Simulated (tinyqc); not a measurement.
UHF in the sto-3g basis, for LiH, spin multiplicity 3, step by step. One step of it, computed by the program tinyqc.

Task: Iteration 3: DIIS coefficients. Solve [B -1; -1 0][c; lambda] = [0; -1] for the coefficients, which sum to one.

B (overlaps of the stored error matrices):
```
               1              2
1  3.6175600e-02  2.2156234e-02
2  2.2156234e-02  1.3882531e-02
```

Give: DIIS coefficients.

Result:

DIIS coefficients: -1.4400  2.4400
